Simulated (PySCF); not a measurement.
PySCF run on ClF

File input.py (PySCF 2.14):

```python
from pyscf import gto, dft, tdscf

mol = gto.M(
    atom='Cl 0 0 0; F 0 0 1.664',
    basis='cc-pvdz',
    charge=0,
    spin=0,
    symmetry=True,
    verbose=4,
)
mf = dft.RKS(mol, xc='b3lyp5')
mf = mf.density_fit(auxbasis='def2-universal-jkfit')
mf.kernel()
td = tdscf.TDA(mf)
td.nstates = 4
td.kernel()
td.analyze()
mf.dip_moment()
print('orbital energies (hartree):', mf.mo_energy[..., max(0, mol.nelec[1]-3):mol.nelec[0]+3].round(4))
```

```bash
$ OMP_NUM_THREADS=1 python input.py
```

It prints (some set-up lines and the per-cycle HOMO/LUMO lines with their warnings removed):

```
PySCF version 2.14.0

[INPUT] Symbol           X                Y                Z      unit          X                Y                Z       unit  Magmom
[INPUT]  1 Cl     0.000000000000   0.000000000000   0.000000000000 AA    0.000000000000   0.000000000000   0.000000000000 Bohr   0.0
[INPUT]  2 F      0.000000000000   0.000000000000   1.664000000000 AA    0.000000000000   0.000000000000   3.144504271276 Bohr   0.0

nuclear repulsion = 48.6563180713702
point group symmetry = Coov
symmetry origin: [0.         0.         1.08848225]
symmetry axis x: [1. 0. 0.]
symmetry axis y: [0. 1. 0.]
symmetry axis z: [0. 0. 1.]
num. orbitals of irrep A1 = 14
num. orbitals of irrep E1x = 7
num. orbitals of irrep E1y = 7
num. orbitals of irrep E2x = 2
num. orbitals of irrep E2y = 2
number of shells = 10
number of NR pGTOs = 67
number of NR cGTOs = 32
basis = cc-pvdz
ecp = {}

******** <class 'pyscf.df.df_jk.DFSymAdaptedRKS'> ********
method = DFSymAdaptedRKS
initial guess = minao
damping factor = 0
level_shift factor = 0
DIIS = <class 'pyscf.scf.diis.CDIIS'>
SCF conv_tol = 1e-09
SCF max_cycles = 50
XC functionals = b3lyp5

grids dens level: 3
Freeze 0 electrons in irreps []
    26 free electrons in irreps A1 E1x E1y E2x E2y
Initial guess from minao.
tot grids = 33144
******** <class 'pyscf.df.df.DF'> ********
auxbasis = def2-universal-jkfit
init E= -559.972729973879
cycle= 1 E= -559.843065661531  delta_E= 0.13  |g|= 0.402  |ddm|= 1.38
cycle= 2 E= -559.773231405964  delta_E= 0.0698  |g|= 0.735  |ddm|= 0.627
cycle= 3 E= -559.870628307394  delta_E= -0.0974  |g|= 0.0566  |ddm|= 0.445
cycle= 4 E= -559.871291421481  delta_E= -0.000663  |g|= 0.0122  |ddm|= 0.0448
cycle= 5 E= -559.871327277266  delta_E= -3.59e-05  |g|= 0.00183  |ddm|= 0.00884
cycle= 6 E= -559.871328163727  delta_E= -8.86e-07  |g|= 0.000209  |ddm|= 0.00181
cycle= 7 E= -559.871328172247  delta_E= -8.52e-09  |g|= 5.68e-05  |ddm|= 0.000241
cycle= 8 E= -559.871328173109  delta_E= -8.61e-10  |g|= 2.26e-06  |ddm|= 5.1e-05
Extra cycle  E= -559.871328173107  delta_E= 1.82e-12  |g|= 4.8e-06  |ddm|= 4.38e-06
converged SCF energy = -559.871328173107

******** <class 'pyscf.tdscf.rks.TDA'> for <class 'pyscf.df.df_jk.DFSymAdaptedRKS'> ********
nstates = 4 singlet
deg_eia_thresh = 1.000e-03
wfnsym = None
conv_tol = 1e-05
eigh lindep = 1e-12
eigh level_shift = 0
eigh max_cycle = 100

Excitation energies (eV)
[3.96159607 3.96159607 7.50047864 7.50047864]

** Singlet excitation energies and oscillator strengths **
Excited State   1:  E1x      3.96160 eV    312.97 nm  f=0.0008
      12 -> 14       -0.70402
Excited State   2:  E1y      3.96160 eV    312.97 nm  f=0.0008
      13 -> 14       -0.70402
Excited State   3:  E1y      7.50048 eV    165.30 nm  f=0.0057
      11 -> 14       -0.70403
Excited State   4:  E1x      7.50048 eV    165.30 nm  f=0.0057
      10 -> 14       -0.70403

** Transition electric dipole moments (AU) **
state          X           Y           Z        Dip. S.      Osc.
  1        -0.0894     -0.0000     -0.0000      0.0080      0.0008
  2        -0.0000     -0.0894      0.0000      0.0080      0.0008
  3        -0.0000     -0.1758     -0.0000      0.0309      0.0057
  4        -0.1758     -0.0000      0.0000      0.0309      0.0057

** Transition velocity dipole moments (imaginary part, AU) **
state          X           Y           Z        Dip. S.      Osc.
  1         0.0766     -0.0000     -0.0000      0.0059      0.0268
  2        -0.0000      0.0766      0.0000      0.0059      0.0268
  3         0.0000     -0.0325     -0.0000      0.0011      0.0025
  4        -0.0325     -0.0000      0.0000      0.0011      0.0025

** Transition magnetic dipole moments (imaginary part, AU) **
state          X           Y           Z
  1         0.0000     -0.6026     -0.0000
  2         0.6026     -0.0000      0.0000
  3         0.7252     -0.0000     -0.0000
  4         0.0000     -0.7252      0.0000
Dipole moment(X, Y, Z, Debye):  0.00000,  0.00000, -1.10597
orbital energies (hartree): [-0.4669 -0.3264 -0.3264 -0.1196  0.475   0.5233]
```

In short: E(SCF) = -559.871328 Eh, 8 cycles, μz(SCF) = -1.11 D, first singlet excitations without spin–orbit coupling 3.96, 3.96, 7.50, 7.50 eV.

Hardware: Arm Neoverse V2, 1 thread, shared host. Wall time 2.8 s, peak memory 0.19 GiB.

With symmetry on the solver can miss roots, and labels of degenerate states are those of a subgroup. Stability towards an unrestricted solution was not tested. The bond length is a typed value, not an optimised one.
